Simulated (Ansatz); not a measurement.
# AlH4+ (singlet): wave-function methods side by side at distance H2–H3 = 0.949 Å, cc-pVDZ

One table from this session's results is given with a row withheld; the runs are named, their logs left out.

Computed with Ansatz 0.2.0, Gaussian basis. Level: cc-pVDZ, core rule «outside noble gas», up to 5 orbitals frozen.

To be run: UHF; CCSD(T) on RHF; BCCD(T) on RHF; CISD; CCSDT(Q) on RHF; CASSCF and MRCISD+Q, 2 electrons in 2 orbitals; CASSCF and NEVPT2, 2 electrons in 2 orbitals; Full CI.

52 further runs of the same task are left out: 33 for a known fault of the program, 1 for a mislabelled method, 13 that didn't finish, 5 set aside as unsound or not needed.

### What is computed

The geometry derives from a PBE0/def2-TZVP stationary point (not a proven minimum). One bond is set to the value named and the two fragments are kept rigid.

5 atoms, charge 1, spin multiplicity 1.

Atoms are counted from 1 here; the program's logs count them from 0.

Bond lengths: Al1–H4 1.552 Å, Al1–H5 1.552 Å. Angles: H4–Al1–H5 164.0°.

Set-up of the first run:

Input file in.yaml:

```yaml
crystal:
  periodic: [false, false, false]
  atoms:
    - {symbol: Al, position_ang: [0.000000, -0.005831, -0.118619]}
    - {symbol: H, position_ang: [0.000001, -0.390624, 1.922431]}
    - {symbol: H, position_ang: [-0.000001, 0.558376, 1.922431]}
    - {symbol: H, position_ang: [-0.000002, 1.531104, -0.334770]}
    - {symbol: H, position_ang: [0.000002, -1.542766, -0.334771]}
basis:
  gaussian: {orbitals: cc-pVDZ}
total_charge: 1
magnetization: {spin_polarized: true, initial_magnetization: 0}
hamiltonian: {xc: hf}
output: {orbitals: {seedname: orbitals}}
```

Command:

```sh
> ansatz run in.yaml --threads 1 --pin off --events-out ev --progress --plain --max-ram 2393MiB
```

Steps of the session up to this table: UHF; CCSD(T) on RHF; BCCD(T) on RHF; CISD; CCSDT(Q) on RHF; CASSCF and MRCISD+Q, 2 electrons in 2 orbitals; CASSCF and NEVPT2, 2 electrons in 2 orbitals; Full CI.

One table of the session follows, with a row left open; its other results are not shown here.

It belongs to the step «Misses and costs». 

| method | from FCI (kJ/mol) |
| --- | --- |
| RHF | +288.5 |
| RMP2 | +73.9 |
| CISD | ? |
| RCCSD | +3.6 |
| RCCSD(T) | +1.0 |
| BCCD(T) | +1.0 |
| RCCSDT | +0.1 |
| RCCSDT(Q) | 0.0 |
| CASSCF pair | +229.2 |
| NEVPT2 pair | +65.0 |
| FCI | 0 |

Q: Estimate the row for CISD from the others.

**Answer.** from FCI (kJ/mol): +14.6. In the column «from FCI (kJ/mol)» it lies between RCCSD (+3.6) and NEVPT2 pair (+65.0).

Not comparable, so not listed: CASSCF and MRCISD+Q, 2 electrons in 2 orbitals (they don't share determinant, frozen orbitals or solution with the rows shown, or repeat one).

To keep in mind: Warnings in the runs' records: passed over end.
